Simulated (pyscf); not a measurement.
`[CH3][Zn][Cl]` + `[H]` [doublet] → `[CH4]` + `[Cl][Zn]` [doublet] (substitution at C; doublet surface; C–Zn broken, C–H formed). PySCF, gas phase, ωB97X-D3(BJ)/def2-SVP geometries. Rate constants from transition-state theory, ωB97M-D3(BJ)/def2-TZVP energies (ideal gas, 1 atm, RRHO with modes under 100 cm⁻¹ raised to 100, one conformer, R ln 2 for chiral ones without a mode under 150 cm⁻¹; no tunnelling), k in cm³ molecule⁻¹ s⁻¹.

```csv
T (K),1000/T,log10 k
298,3.354,-23.80
600,1.667,-17.20
900,1.111,?
1200,0.833,-13.76
```

Problem. Fit an Arrhenius line to the three values, give the activation energy, and predict k at 900 K.

Solution. Least squares gives log10 k = -10.50 − 3.97 × 1000/T, so Ea = 3.97 × ln 10 × 1.987 = 18.2 kcal/mol, against an electronic barrier of 15.7. At 900 K the line gives -14.91; the computed value is -14.94 (ΔG‡ = 38.3 kcal/mol), close to the line. This is the saddle that the search found; another between the same sides may lie lower. The angle at the attacked C is 180°. Elements up to Kr have no core potential and no relativistic terms here.
